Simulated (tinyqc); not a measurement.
Worked calculation (part 1 of 2): ROHF in the sto-3g basis, for LiH, spin multiplicity 3. Computed by tinyqc, a small Python program that keeps every step (integrals from PySCF). Settings: charge = 0, multiplicity = 3, basis = sto-3g, energy threshold = 1e-08, iteration cap = 72, orthogonalisation = canonical, start = atomic densities, DIIS depth = 3, method = ROHF. Command: `OMP_NUM_THREADS=1 python tinyqc.py 26300 26301 out.jsonl` (the two numbers bound the seeds that draw the settings). One thread of a shared host (Intel(R) Xeon(R) Processor @ 2.60GHz), about 0.08 s of CPU time with the checks. Later iterations appear only in the table of the cycle.

## One-electron integrals

Geometry (angstrom):
```
atom        x        y        z
Li    0.00000  0.00000  0.00000
H     0.00000  0.00000  1.42100
```

Basis sto-3g: exponents (1/bohr^2) and contraction coefficients of normalised primitives:
```
element  l (shell)  exponent  coefficient
Li           s (1)  16.11958      0.15433
Li           s (1)   2.93620      0.53533
Li           s (1)   0.79465      0.44463
Li           s (2)   0.63629     -0.09997
Li           s (2)   0.14786      0.39951
Li           s (2)   0.04809      0.70012
Li           p (3)   0.63629      0.15592
Li           p (3)   0.14786      0.60768
Li           p (3)   0.04809      0.39196
H            s (1)   3.42525      0.15433
H            s (1)   0.62391      0.53533
H            s (1)   0.16886      0.44463
```

Overlap, kinetic and nuclear-attraction integrals over the contracted functions; the nuclear repulsion is the sum of Za Zb / Rab.

nuclear repulsion = 1.1171933 hartree

overlap S, order 1Li 1s, 1Li 2s, 1Li 2px, 1Li 2py, 1Li 2pz, 2H 1s:
```
[[1.00000, 0.24114, 0.00000, 0.00000, 0.00000, 0.09718],
 [0.24114, 1.00000, 0.00000, 0.00000, 0.00000, 0.43990],
 [0.00000, 0.00000, 1.00000, 0.00000, 0.00000, 0.00000],
 [0.00000, 0.00000, 0.00000, 1.00000, 0.00000, 0.00000],
 [0.00000, 0.00000, 0.00000, 0.00000, 1.00000, 0.54132],
 [0.09718, 0.43990, 0.00000, 0.00000, 0.54132, 1.00000]]
```

kinetic energy T (hartree), order 1Li 1s, 1Li 2s, 1Li 2px, 1Li 2py, 1Li 2pz, 2H 1s:
```
[[3.57679, -0.02024, 0.00000, 0.00000, 0.00000, -0.01744],
 [-0.02024, 0.10216, 0.00000, 0.00000, 0.00000, 0.05461],
 [0.00000, 0.00000, 0.31968, 0.00000, 0.00000, 0.00000],
 [0.00000, 0.00000, 0.00000, 0.31968, 0.00000, 0.00000],
 [0.00000, 0.00000, 0.00000, 0.00000, 0.31968, 0.15760],
 [-0.01744, 0.05461, 0.00000, 0.00000, 0.15760, 0.76003]]
```

nuclear attraction V (hartree), order 1Li 1s, 1Li 2s, 1Li 2px, 1Li 2py, 1Li 2pz, 2H 1s:
```
[[-8.35528, -1.05411, 0.00000, 0.00000, -0.02037, -0.42862],
 [-1.05411, -1.51802, 0.00000, 0.00000, -0.13130, -0.86488],
 [0.00000, 0.00000, -1.47284, 0.00000, 0.00000, 0.00000],
 [0.00000, 0.00000, 0.00000, -1.47284, 0.00000, 0.00000],
 [-0.02037, -0.13130, 0.00000, 0.00000, -1.57813, -1.08193],
 [-0.42862, -0.86488, 0.00000, 0.00000, -1.08193, -2.33748]]
```

core Hamiltonian H = T + V (hartree), order 1Li 1s, 1Li 2s, 1Li 2px, 1Li 2py, 1Li 2pz, 2H 1s:
```
[[-4.77849, -1.07435, 0.00000, 0.00000, -0.02037, -0.44606],
 [-1.07435, -1.41586, 0.00000, 0.00000, -0.13130, -0.81027],
 [0.00000, 0.00000, -1.15316, 0.00000, 0.00000, 0.00000],
 [0.00000, 0.00000, 0.00000, -1.15316, 0.00000, 0.00000],
 [-0.02037, -0.13130, 0.00000, 0.00000, -1.25845, -0.92433],
 [-0.44606, -0.81027, 0.00000, 0.00000, -0.92433, -1.57745]]
```

## Two-electron integrals

Functions are numbered as in S; the eight-fold symmetry (ij|kl) = (ji|kl) = (kl|ij) leaves the list below.

Two-electron integrals (ij|kl) in chemists' order, unique and non-zero (hartree):
```
(11|11) 1.68040   (21|11) 0.26542   (21|21) 0.04994   (22|11) 0.39773
(22|21) 0.09286   (22|22) 0.29056   (31|31) 0.00898   (32|31) 0.01379
(32|32) 0.06418   (33|11) 0.39664   (33|21) 0.09288   (33|22) 0.29050
(33|33) 0.31295   (41|41) 0.00898   (42|41) 0.01379   (42|42) 0.06418
(43|43) 0.01687   (44|11) 0.39664   (44|21) 0.09288   (44|22) 0.29050
(44|33) 0.27921   (44|44) 0.31295   (51|51) 0.00898   (52|51) 0.01379
(52|52) 0.06418   (53|53) 0.01687   (54|54) 0.01687   (55|11) 0.39664
(55|21) 0.09288   (55|22) 0.29050   (55|33) 0.27921   (55|44) 0.27921
(55|55) 0.31295   (61|11) 0.10498   (61|21) 0.01981   (61|22) 0.03728
(61|33) 0.03684   (61|44) 0.03684   (61|51) 0.00234   (61|52) 0.00443
(61|55) 0.03818   (61|61) 0.00859   (62|11) 0.18073   (62|21) 0.04238
(62|22) 0.13314   (62|33) 0.12716   (62|44) 0.12716   (62|51) 0.00696
(62|52) 0.03689   (62|55) 0.14497   (62|61) 0.01983   (62|62) 0.09230
(63|31) 0.00401   (63|32) 0.01692   (63|53) 0.00618   (63|63) 0.00796
(64|41) 0.00401   (64|42) 0.01692   (64|54) 0.00618   (64|64) 0.00796
(65|11) 0.20635   (65|21) 0.04903   (65|22) 0.16036   (65|33) 0.15001
(65|44) 0.15001   (65|51) 0.01092   (65|52) 0.05641   (65|55) 0.18086
(65|61) 0.02421   (65|62) 0.12336   (65|65) 0.16872   (66|11) 0.36946
(66|21) 0.08831   (66|22) 0.29791   (66|33) 0.27313   (66|44) 0.27313
(66|51) 0.01846   (66|52) 0.11033   (66|55) 0.34689   (66|61) 0.04396
(66|62) 0.25028   (66|65) 0.34993   (66|66) 0.77461
```

## Orthogonalisation

S = U s U^T; canonical form X = U s^(-1/2), so that X^T S X = 1. Each column of U has its largest component positive (the first on a tie).

eigenvalues of S: [0.30008, 0.79649, 1.00000, 1.00000, 1.16115, 1.74228]

X, order 1Li 1s, 1Li 2s, 1Li 2px, 1Li 2py, 1Li 2pz, 2H 1s:
```
[[0.11267, 0.81503, 0.00000, 0.00000, 0.59186, 0.18611],
 [-0.84211, -0.62417, 0.00000, 0.00000, 0.45858, 0.36547],
 [0.00000, 0.00000, -0.16798, 0.98579, 0.00000, 0.00000],
 [0.00000, 0.00000, 0.98579, 0.16798, 0.00000, 0.00000],
 [-0.98848, 0.42032, 0.00000, 0.00000, -0.52549, 0.37533],
 [1.27810, -0.15802, 0.00000, 0.00000, -0.15644, 0.51467]]
```

Within a degenerate level the vectors are fixed only up to a rotation; this is one choice.

## Starting guess

The start is atomic minimal-basis densities projected into this basis (PySCF's MINAO start) and scaled to the electron count of each spin; this density is not idempotent, so its energy is not variational and may lie below the converged one.

D(alpha) at the start, order 1Li 1s, 1Li 2s, 1Li 2px, 1Li 2py, 1Li 2pz, 2H 1s:
```
[[1.55600, -0.17682, 0.00000, 0.00000, -0.00646, 0.01118],
 [-0.17682, 0.80538, 0.00000, 0.00000, 0.02281, 0.04688],
 [0.00000, 0.00000, 0.00000, 0.00000, 0.00000, 0.00000],
 [0.00000, 0.00000, 0.00000, 0.00000, 0.00000, 0.00000],
 [-0.00646, 0.02281, 0.00000, 0.00000, 0.00448, 0.05003],
 [0.01118, 0.04688, 0.00000, 0.00000, 0.05003, 0.62183]]
```

D(beta) at the start, order 1Li 1s, 1Li 2s, 1Li 2px, 1Li 2py, 1Li 2pz, 2H 1s:
```
[[0.51867, -0.05894, 0.00000, 0.00000, -0.00215, 0.00373],
 [-0.05894, 0.26846, 0.00000, 0.00000, 0.00760, 0.01563],
 [0.00000, 0.00000, 0.00000, 0.00000, 0.00000, 0.00000],
 [0.00000, 0.00000, 0.00000, 0.00000, 0.00000, 0.00000],
 [-0.00215, 0.00760, 0.00000, 0.00000, 0.00149, 0.01668],
 [0.00373, 0.01563, 0.00000, 0.00000, 0.01668, 0.20728]]
```

## Iteration 1: building the Fock matrix

J_ij = sum D_kl (ij|kl) with D = D(alpha) + D(beta), K_ij = sum D_kl (ik|jl) for each spin; F = H + J - K(s); E = tr D H + tr D J / 2 - 0.5 sum_s tr D(s) K(s) + E_nn.

Coulomb J (hartree), order 1Li 1s, 1Li 2s, 1Li 2px, 1Li 2py, 1Li 2pz, 2H 1s:
```
[[4.15015, 0.71303, 0.00000, 0.00000, 0.01839, 0.29136],
 [0.71303, 1.38127, 0.00000, 0.00000, 0.10741, 0.73704],
 [0.00000, 0.00000, 1.35618, 0.00000, 0.00000, 0.00000],
 [0.00000, 0.00000, 0.00000, 1.35618, 0.00000, 0.00000],
 [0.01839, 0.10741, 0.00000, 0.00000, 1.42392, 0.91030],
 [0.29136, 0.73704, 0.00000, 0.00000, 0.91030, 1.77475]]
```

exchange K(alpha) (hartree), order 1Li 1s, 1Li 2s, 1Li 2px, 1Li 2py, 1Li 2pz, 2H 1s:
```
[[2.57088, 0.42757, 0.00000, 0.00000, 0.02217, 0.20077],
 [0.42757, 0.35369, 0.00000, 0.00000, 0.10406, 0.31521],
 [0.00000, 0.00000, 0.06811, 0.00000, 0.00000, 0.00000],
 [0.00000, 0.00000, 0.00000, 0.06811, 0.00000, 0.00000],
 [0.02217, 0.10406, 0.00000, 0.00000, 0.19074, 0.29125],
 [0.20077, 0.31521, 0.00000, 0.00000, 0.29125, 0.62789]]
```

exchange K(beta) (hartree), order 1Li 1s, 1Li 2s, 1Li 2px, 1Li 2py, 1Li 2pz, 2H 1s:
```
[[0.85696, 0.14252, 0.00000, 0.00000, 0.00739, 0.06692],
 [0.14252, 0.11790, 0.00000, 0.00000, 0.03469, 0.10507],
 [0.00000, 0.00000, 0.02270, 0.00000, 0.00000, 0.00000],
 [0.00000, 0.00000, 0.00000, 0.02270, 0.00000, 0.00000],
 [0.00739, 0.03469, 0.00000, 0.00000, 0.06358, 0.09708],
 [0.06692, 0.10507, 0.00000, 0.00000, 0.09708, 0.20930]]
```

F(alpha) (hartree), order 1Li 1s, 1Li 2s, 1Li 2px, 1Li 2py, 1Li 2pz, 2H 1s:
```
[[-3.19922, -0.78889, 0.00000, 0.00000, -0.02415, -0.35547],
 [-0.78889, -0.38827, 0.00000, 0.00000, -0.12795, -0.38844],
 [0.00000, 0.00000, 0.13491, 0.00000, 0.00000, 0.00000],
 [0.00000, 0.00000, 0.00000, 0.13491, 0.00000, 0.00000],
 [-0.02415, -0.12795, 0.00000, 0.00000, -0.02527, -0.30529],
 [-0.35547, -0.38844, 0.00000, 0.00000, -0.30529, -0.43059]]
```

F(beta) (hartree), order 1Li 1s, 1Li 2s, 1Li 2px, 1Li 2py, 1Li 2pz, 2H 1s:
```
[[-1.48530, -0.50384, 0.00000, 0.00000, -0.00937, -0.22163],
 [-0.50384, -0.15248, 0.00000, 0.00000, -0.05858, -0.17830],
 [0.00000, 0.00000, 0.18032, 0.00000, 0.00000, 0.00000],
 [0.00000, 0.00000, 0.00000, 0.18032, 0.00000, 0.00000],
 [-0.00937, -0.05858, 0.00000, 0.00000, 0.10189, -0.11112],
 [-0.22163, -0.17830, 0.00000, 0.00000, -0.11112, -0.01200]]
```

total energy of this density = -8.1901154 hartree

This density is the starting one; it is not idempotent, so its energy is not variational and may lie below the converged one.

## Iteration 1: Roothaan effective Fock matrix

With projectors Pc = D(beta) S, Po = (D(alpha) - D(beta)) S, Pv = 1 - D(alpha) S, the block xy is Px^T F Py; with Fc = (F(alpha) + F(beta))/2, the blocks are Fc for cc, oo, vv and cv, F(beta) for co and F(alpha) for ov.

effective F (hartree), order 1Li 1s, 1Li 2s, 1Li 2px, 1Li 2py, 1Li 2pz, 2H 1s:
```
[[-0.53975, -0.14307, 0.00000, 0.00000, 0.05109, 0.01179],
 [-0.14307, -0.04864, 0.00000, 0.00000, -0.03466, -0.12072],
 [0.00000, 0.00000, 0.15761, 0.00000, 0.00000, 0.00000],
 [0.00000, 0.00000, 0.00000, 0.15761, 0.00000, 0.00000],
 [0.05109, -0.03466, 0.00000, 0.00000, 0.05090, -0.17441],
 [0.01179, -0.12072, 0.00000, 0.00000, -0.17441, -0.12249]]
```

## Iteration 1: diagonalisation and new density

Diagonalise F' = X^T F X, C = X C', fill 3 alpha and 1 beta electrons from the bottom; D(s) = C_occ C_occ^T. Each column has its largest component positive (the first on a tie).

F' = X^T F X (hartree):
```
[[0.47032, -0.03977, 0.00000, 0.00000, 0.07732, -0.05856],
 [-0.03977, -0.17649, 0.00000, 0.00000, -0.29722, -0.03340],
 [0.00000, 0.00000, 0.15761, 0.00000, 0.00000, 0.00000],
 [0.00000, 0.00000, 0.00000, 0.15761, 0.00000, 0.00000],
 [0.07732, -0.29722, 0.00000, 0.00000, -0.29452, -0.06482],
 [-0.05856, -0.03340, 0.00000, 0.00000, -0.06482, -0.18284]]
```

orbital energies (hartree): [-0.55284, -0.17563, 0.05240, 0.15761, 0.15761, 0.49253]

coefficients C, order 1Li 1s, 1Li 2s, 1Li 2px, 1Li 2py, 1Li 2pz, 2H 1s:
```
[[0.98740, 0.00642, -0.28276, 0.00000, 0.00000, 0.08341],
 [0.05238, 0.30896, 0.91351, 0.00000, 0.00000, -0.71406],
 [0.00000, 0.00000, 0.00000, 0.94041, 0.34006, 0.00000],
 [0.00000, 0.00000, 0.00000, -0.34006, 0.94041, 0.00000],
 [-0.04934, 0.27893, -0.46387, 0.00000, 0.00000, -1.12932],
 [-0.15090, 0.66558, -0.22393, 0.00000, 0.00000, 1.19665]]
```

D(alpha) after iteration 1, order 1Li 1s, 1Li 2s, 1Li 2px, 1Li 2py, 1Li 2pz, 2H 1s:
```
[[1.05495, -0.20460, 0.00000, 0.00000, 0.08423, -0.08141],
 [-0.20460, 0.93271, 0.00000, 0.00000, -0.34016, -0.00683],
 [0.00000, 0.00000, 0.00000, 0.00000, 0.00000, 0.00000],
 [0.00000, 0.00000, 0.00000, 0.00000, 0.00000, 0.00000],
 [0.08423, -0.34016, 0.00000, 0.00000, 0.29542, 0.29697],
 [-0.08141, -0.00683, 0.00000, 0.00000, 0.29697, 0.51592]]
```

D(beta) after iteration 1, order 1Li 1s, 1Li 2s, 1Li 2px, 1Li 2py, 1Li 2pz, 2H 1s:
```
[[0.97496, 0.05172, 0.00000, 0.00000, -0.04872, -0.14900],
 [0.05172, 0.00274, 0.00000, 0.00000, -0.00258, -0.00790],
 [0.00000, 0.00000, 0.00000, 0.00000, 0.00000, 0.00000],
 [0.00000, 0.00000, 0.00000, 0.00000, 0.00000, 0.00000],
 [-0.04872, -0.00258, 0.00000, 0.00000, 0.00243, 0.00745],
 [-0.14900, -0.00790, 0.00000, 0.00000, 0.00745, 0.02277]]
```

Within a degenerate level the vectors are fixed only up to a rotation; this is one choice.

## Iteration 2: building the Fock matrix

As before.

Coulomb J (hartree), order 1Li 1s, 1Li 2s, 1Li 2px, 1Li 2py, 1Li 2pz, 2H 1s:
```
[[4.09105, 0.70508, 0.00000, 0.00000, 0.00650, 0.28429],
 [0.70508, 1.37430, 0.00000, 0.00000, 0.04763, 0.69492],
 [0.00000, 0.00000, 1.34939, 0.00000, 0.00000, 0.00000],
 [0.00000, 0.00000, 0.00000, 1.34939, 0.00000, 0.00000],
 [0.00650, 0.04763, 0.00000, 0.00000, 1.41682, 0.84631],
 [0.28429, 0.69492, 0.00000, 0.00000, 0.84631, 1.63333]]
```

exchange K(alpha) (hartree), order 1Li 1s, 1Li 2s, 1Li 2px, 1Li 2py, 1Li 2pz, 2H 1s:
```
[[1.70182, 0.27584, 0.00000, 0.00000, 0.00760, 0.11484],
 [0.27584, 0.36546, 0.00000, 0.00000, 0.00588, 0.26991],
 [0.00000, 0.00000, 0.07558, 0.00000, 0.00000, 0.00000],
 [0.00000, 0.00000, 0.00000, 0.07558, 0.00000, 0.00000],
 [0.00760, 0.00588, 0.00000, 0.00000, 0.34807, 0.35220],
 [0.11484, 0.26991, 0.00000, 0.00000, 0.35220, 0.65392]]
```

exchange K(beta) (hartree), order 1Li 1s, 1Li 2s, 1Li 2px, 1Li 2py, 1Li 2pz, 2H 1s:
```
[[1.63457, 0.25224, 0.00000, 0.00000, -0.05064, 0.04669],
 [0.25224, 0.04717, 0.00000, 0.00000, -0.01171, 0.00907],
 [0.00000, 0.00000, 0.00921, 0.00000, 0.00000, 0.00000],
 [0.00000, 0.00000, 0.00000, 0.00921, 0.00000, 0.00000],
 [-0.05064, -0.01171, 0.00000, 0.00000, 0.01351, 0.00411],
 [0.04669, 0.00907, 0.00000, 0.00000, 0.00411, 0.01389]]
```

F(alpha) (hartree), order 1Li 1s, 1Li 2s, 1Li 2px, 1Li 2py, 1Li 2pz, 2H 1s:
```
[[-2.38926, -0.64511, 0.00000, 0.00000, -0.02148, -0.27661],
 [-0.64511, -0.40702, 0.00000, 0.00000, -0.08955, -0.38526],
 [0.00000, 0.00000, 0.12065, 0.00000, 0.00000, 0.00000],
 [0.00000, 0.00000, 0.00000, 0.12065, 0.00000, 0.00000],
 [-0.02148, -0.08955, 0.00000, 0.00000, -0.18970, -0.43023],
 [-0.27661, -0.38526, 0.00000, 0.00000, -0.43023, -0.59804]]
```

F(beta) (hartree), order 1Li 1s, 1Li 2s, 1Li 2px, 1Li 2py, 1Li 2pz, 2H 1s:
```
[[-2.32201, -0.62151, 0.00000, 0.00000, 0.03676, -0.20845],
 [-0.62151, -0.08872, 0.00000, 0.00000, -0.07196, -0.12441],
 [0.00000, 0.00000, 0.18702, 0.00000, 0.00000, 0.00000],
 [0.00000, 0.00000, 0.00000, 0.18702, 0.00000, 0.00000],
 [0.03676, -0.07196, 0.00000, 0.00000, 0.14486, -0.08213],
 [-0.20845, -0.12441, 0.00000, 0.00000, -0.08213, 0.04200]]
```

total energy of this density = -7.6735064 hartree

## Iteration 2: Roothaan effective Fock matrix

As before.

effective F (hartree), order 1Li 1s, 1Li 2s, 1Li 2px, 1Li 2py, 1Li 2pz, 2H 1s:
```
[[-2.35950, -0.64163, 0.00000, 0.00000, 0.00521, -0.25901],
 [-0.64163, -0.23554, 0.00000, 0.00000, -0.04956, -0.25788],
 [0.00000, 0.00000, 0.15384, 0.00000, 0.00000, 0.00000],
 [0.00000, 0.00000, 0.00000, 0.15384, 0.00000, 0.00000],
 [0.00521, -0.04956, 0.00000, 0.00000, 0.02711, -0.23207],
 [-0.25901, -0.25788, 0.00000, 0.00000, -0.23207, -0.31848]]
```

## Iteration 2: DIIS over 2 matrices

error matrix X^T (FDS - SDF) X:
```
[[0.00000, -0.09482, 0.00000, 0.00000, -0.10596, -0.12455],
 [0.09482, 0.00000, 0.00000, 0.00000, -0.10312, 0.19802],
 [0.00000, 0.00000, 0.00000, 0.00000, 0.00000, 0.00000],
 [0.00000, 0.00000, 0.00000, 0.00000, 0.00000, 0.00000],
 [0.10596, 0.10312, 0.00000, 0.00000, 0.00000, 0.24950],
 [0.12455, -0.19802, 0.00000, 0.00000, -0.24950, 0.00000]]
```

B (overlaps of the stored error matrices):
```
[[7.6173955e-02, -1.1421531e-01],
 [-1.1421531e-01, 2.9565259e-01]]
```

Minimise |sum c_i e_i|^2 with sum c_i = 1: solve [B -1; -1 0][c; lambda] = [0; -1] with B_ij = tr e_i^T e_j, and take F = sum c_i F_i.

DIIS coefficients: [0.68282, 0.31718]

extrapolated F (hartree), order 1Li 1s, 1Li 2s, 1Li 2px, 1Li 2py, 1Li 2pz, 2H 1s:
```
[[-1.11694, -0.30120, 0.00000, 0.00000, 0.03654, -0.07410],
 [-0.30120, -0.10792, 0.00000, 0.00000, -0.03938, -0.16422],
 [0.00000, 0.00000, 0.15642, 0.00000, 0.00000, 0.00000],
 [0.00000, 0.00000, 0.00000, 0.15642, 0.00000, 0.00000],
 [0.03654, -0.03938, 0.00000, 0.00000, 0.04335, -0.19270],
 [-0.07410, -0.16422, 0.00000, 0.00000, -0.19270, -0.18465]]
```

## Iteration 2: diagonalisation and new density

As before.

F' = X^T F X (hartree):
```
[[0.45253, -0.05050, 0.00000, 0.00000, 0.06507, -0.09332],
 [-0.05050, -0.41651, 0.00000, 0.00000, -0.54151, -0.15739],
 [0.00000, 0.00000, 0.15642, 0.00000, 0.00000, 0.00000],
 [0.00000, 0.00000, 0.00000, 0.15642, 0.00000, 0.00000],
 [0.06507, -0.54151, 0.00000, 0.00000, -0.56815, -0.20668],
 [-0.09332, -0.15739, 0.00000, 0.00000, -0.20668, -0.29300]]
```

orbital energies (hartree): [-1.12047, -0.22485, 0.03870, 0.15642, 0.15642, 0.48148]

coefficients C, order 1Li 1s, 1Li 2s, 1Li 2px, 1Li 2py, 1Li 2pz, 2H 1s:
```
[[0.99210, -0.10565, -0.24694, 0.00000, 0.00000, 0.07421],
 [0.04515, 0.26446, 0.92063, 0.00000, 0.00000, -0.72323],
 [0.00000, 0.00000, 0.00000, 0.99999, 0.00452, 0.00000],
 [0.00000, 0.00000, 0.00000, -0.00452, 0.99999, 0.00000],
 [-0.01290, 0.24517, -0.45899, 0.00000, 0.00000, -1.14010],
 [-0.04703, 0.72521, -0.22192, 0.00000, 0.00000, 1.17068]]
```

D(alpha) after iteration 2, order 1Li 1s, 1Li 2s, 1Li 2px, 1Li 2py, 1Li 2pz, 2H 1s:
```
[[1.05640, -0.21049, 0.00000, 0.00000, 0.07465, -0.06848],
 [-0.21049, 0.91953, 0.00000, 0.00000, -0.35831, -0.01465],
 [0.00000, 0.00000, 0.00000, 0.00000, 0.00000, 0.00000],
 [0.00000, 0.00000, 0.00000, 0.00000, 0.00000, 0.00000],
 [0.07465, -0.35831, 0.00000, 0.00000, 0.27095, 0.28027],
 [-0.06848, -0.01465, 0.00000, 0.00000, 0.28027, 0.57740]]
```

D(beta) after iteration 2, order 1Li 1s, 1Li 2s, 1Li 2px, 1Li 2py, 1Li 2pz, 2H 1s:
```
[[0.98426, 0.04480, 0.00000, 0.00000, -0.01279, -0.04666],
 [0.04480, 0.00204, 0.00000, 0.00000, -0.00058, -0.00212],
 [0.00000, 0.00000, 0.00000, 0.00000, 0.00000, 0.00000],
 [0.00000, 0.00000, 0.00000, 0.00000, 0.00000, 0.00000],
 [-0.01279, -0.00058, 0.00000, 0.00000, 0.00017, 0.00061],
 [-0.04666, -0.00212, 0.00000, 0.00000, 0.00061, 0.00221]]
```

Within a degenerate level the vectors are fixed only up to a rotation; this is one choice.

## Iteration 8 (converged): orbitals

converged F (hartree), order 1Li 1s, 1Li 2s, 1Li 2px, 1Li 2py, 1Li 2pz, 2H 1s:
```
[[-2.35212, -0.64119, 0.00000, 0.00000, -0.01227, -0.26877],
 [-0.64119, -0.21972, 0.00000, 0.00000, -0.03366, -0.23788],
 [0.00000, 0.00000, 0.15706, 0.00000, 0.00000, 0.00000],
 [0.00000, 0.00000, 0.00000, 0.15706, 0.00000, 0.00000],
 [-0.01227, -0.03366, 0.00000, 0.00000, 0.05209, -0.20050],
 [-0.26877, -0.23788, 0.00000, 0.00000, -0.20050, -0.28879]]
```

As before.

F' = X^T F X (hartree):
```
[[0.40309, -0.06528, 0.00000, 0.00000, 0.04183, -0.17408],
 [-0.06528, -0.93552, 0.00000, 0.00000, -1.05855, -0.43963],
 [0.00000, 0.00000, 0.15706, 0.00000, 0.00000, 0.00000],
 [0.00000, 0.00000, 0.00000, 0.15706, 0.00000, 0.00000],
 [0.04183, -1.05855, 0.00000, 0.00000, -1.13611, -0.52779],
 [-0.17408, -0.43963, 0.00000, 0.00000, -0.52779, -0.49658]]
```

orbital energies (hartree): [-2.35475, -0.28000, 0.01255, 0.15706, 0.15706, 0.45709]

coefficients C, order 1Li 1s, 1Li 2s, 1Li 2px, 1Li 2py, 1Li 2pz, 2H 1s:
```
[[0.99115, -0.15291, -0.22220, 0.00000, 0.00000, -0.08227],
 [0.03224, 0.20002, 0.91844, 0.00000, 0.00000, 0.74700],
 [0.00000, 0.00000, 0.00000, 0.82667, 0.56268, 0.00000],
 [0.00000, 0.00000, 0.00000, -0.56268, 0.82667, 0.00000],
 [0.00327, 0.13687, -0.46296, 0.00000, 0.00000, 1.15659],
 [0.00501, 0.82967, -0.22429, 0.00000, 0.00000, -1.09964]]
```

D(alpha) after iteration 8, order 1Li 1s, 1Li 2s, 1Li 2px, 1Li 2py, 1Li 2pz, 2H 1s:
```
[[1.05514, -0.20271, 0.00000, 0.00000, 0.08518, -0.07206],
 [-0.20271, 0.88459, 0.00000, 0.00000, -0.39772, -0.03989],
 [0.00000, 0.00000, 0.00000, 0.00000, 0.00000, 0.00000],
 [0.00000, 0.00000, 0.00000, 0.00000, 0.00000, 0.00000],
 [0.08518, -0.39772, 0.00000, 0.00000, 0.23308, 0.21741],
 [-0.07206, -0.03989, 0.00000, 0.00000, 0.21741, 0.73868]]
```

D(beta) after iteration 8, order 1Li 1s, 1Li 2s, 1Li 2px, 1Li 2py, 1Li 2pz, 2H 1s:
```
[[0.98239, 0.03196, 0.00000, 0.00000, 0.00324, 0.00496],
 [0.03196, 0.00104, 0.00000, 0.00000, 0.00011, 0.00016],
 [0.00000, 0.00000, 0.00000, 0.00000, 0.00000, 0.00000],
 [0.00000, 0.00000, 0.00000, 0.00000, 0.00000, 0.00000],
 [0.00324, 0.00011, 0.00000, 0.00000, 0.00001, 0.00002],
 [0.00496, 0.00016, 0.00000, 0.00000, 0.00002, 0.00003]]
```

Within a degenerate level the vectors are fixed only up to a rotation; this is one choice.
